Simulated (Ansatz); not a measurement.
**Structure relaxation of Ba2Rh**

Computed with DFT PBE, scalar-relativistic, plane waves, PAW (Ansatz 0.2.0). Cutoff 420 eV, Γ-centred k mesh, Gaussian smearing, no spin polarisation in the final step.

Ba2Rh was placed on the anti-rutile structure type (P4_2/mnm, No. 136), with Rh in place of Ti, Ba in place of O, at a guessed volume.

```yaml
crystal:
  lattice:
    - [6.62651, 0.00000, 0.00000]
    - [0.00000, 6.62651, 0.00000]
    - [0.00000, 0.00000, 4.26814]
  atoms:
    - { symbol: Ba, position: [0.30600, 0.30600, 0.00000] }
    - { symbol: Ba, position: [0.19400, 0.80600, 0.50000] }
    - { symbol: Ba, position: [0.69400, 0.69400, 0.00000] }
    - { symbol: Ba, position: [0.80600, 0.19400, 0.50000] }
    - { symbol: Rh, position: [0.00000, 0.00000, 0.00000] }
    - { symbol: Rh, position: [0.50000, 0.50000, 0.50000] }
```

Cell and atoms relax at zero pressure; the relaxation can't lower the symmetry of the start. After a coarse first stage the cell is made exact in the group found at 0.06 Å.

The zero of energy is the elements' standard structures at the same level; no fitted shifts are applied.

Question: Which crystal results?

Answer: It keeps P4_2/mnm (No. 136). The result has the rutile structure. Conventional cell: a = 7.295 Å, c = 4.662 Å. Around Ba lie 3 Rh at 3.09–3.12 Å; Rh has 6 Ba at 3.09–3.12 Å.

```
Ba Rh
1.0
     7.29463    0.00000    0.00000
     0.00000    7.29463    0.00000
     0.00000    0.00000    4.66244
Ba Rh
4 2
Direct
  0.30268 0.30268 0.00000
  0.19732 0.80268 0.50000
  0.69732 0.69732 0.00000
  0.80268 0.19732 0.50000
  0.00000 0.00000 0.00000
  0.50000 0.50000 0.50000
```

Question: What are its volume, energy, density and gap?

Answer: The volume per atom is 41.35 Å³. The density is 5.05 g/cm³ and the energy over the elements is -0.15 eV/atom. The gap on the 6×6×8 mesh is 0 eV (a metal).

The final run used a 6×6×8 mesh on its 6-atom cell and 0.10 eV smearing. For metals, differences of a few meV/atom aren't resolved. A structure relaxed within its symmetry needn't be a true minimum.

Cost: 3 runs of about 2.4 core-minutes in all, on Intel Xeon Platinum 8581C (Emerald Rapids) (shared hosts).